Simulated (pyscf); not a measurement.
Four-centre exchange: HO–GeH₃ + hydrogen chloride (HCl) → HO–GeH₂–Cl + hydrogen (H₂)

Gas phase, singlet surface, charge 0. Bonds broken: Ge2–H4, Cl7–H8. Bonds formed: Ge2–Cl7, H4–H8. Structures and frequencies: ωB97X-D3(BJ)/def2-SVP in PySCF.

Transition state (Å):

```xyz
8

O     -0.1674    -1.4190     0.4042
Ge    -0.9927     0.0870     0.0792
H      0.6417    -1.4456    -0.1322
H     -1.8757     0.2465    -1.5285
H     -2.3939    -0.1760     0.6559
H     -0.4479     1.4637     0.4248
Cl     0.7360     0.1930    -1.9382
H     -1.0564     0.2345    -1.8566
```

One imaginary mode, 870i cm⁻¹; descent along it reached the two sides named, in the forms told below.

```
bond     change  reactant side (Å)  saddle  product side
-------  ------  -----------------  ------  ------------
Ge2–H4   breaks              1.529   1.841           4.0
Cl7–H8   breaks              1.308   1.795           2.9
Ge2–Cl7   forms                4.0     2.7         2.162
H4–H8     forms                3.0   0.883         0.761
```

Electronic energies relative to the separated reactants (kcal/mol):

| level | barrier | reaction energy | reverse barrier |
|---|---|---|---|
| ωB97X-D3(BJ)/def2-TZVP | 31.4 | -18.6 | 49.9 |
| PBE/def2-TZVP | 26.1 | -16.1 | 42.3 |
| r²SCAN/def2-TZVP | 27.6 | -17.6 | 45.3 |
| B3LYP-D3(BJ)/def2-TZVP | 30.3 | -16.8 | 47.0 |
| PBE0-D3(BJ)/def2-TZVP | 28.7 | -16.4 | 45.1 |
| M06-2X/def2-TZVP | 29.2 | -20.2 | 49.5 |
| ωB97M-D3(BJ)/def2-TZVP | 32.8 | -15.7 | 48.6 |
| HF/def2-TZVP | 47.4 | -14.7 | 62.2 |

With ωB97M-D3(BJ)/def2-TZVP energies and thermal terms (ideal gas, 1 atm, RRHO with modes under 100 cm⁻¹ raised to 100, one conformer, R ln 2 for chiral ones without a mode under 150 cm⁻¹), in kcal/mol:

```json
[
 {"T (K)": "298", "ΔH‡": "32.7", "ΔG‡": "42.7", "ΔH": "-16.8", "ΔG": "-15.6"},
 {"T (K)": "600", "ΔH‡": "32.5", "ΔG‡": "52.9", "ΔH": "-16.1", "ΔG": "-14.6"},
 {"T (K)": "900", "ΔH‡": "32.8", "ΔG‡": "63.1", "ΔH": "-15.6", "ΔG": "-13.9"},
 {"T (K)": "1200", "ΔH‡": "33.1", "ΔG‡": "73.2", "ΔH": "-15.3", "ΔG": "-13.4"}
]
```

On the reactant side the descent ends in a complex (not fully relaxed), 6.8 kcal/mol under the separated species and 38.1 kcal/mol under the saddle at ωB97X-D3(BJ)/def2-TZVP. The same reactants have a lower exit, to Cl–GeH₃ + H₂O (barrier +8.4 kcal/mol at ωB97M-D3(BJ)/def2-TZVP, against +32.8 kcal/mol here). One saddle was located; it need not be the lowest between these sides. Elements up to Kr have no core potential and no relativistic terms here.
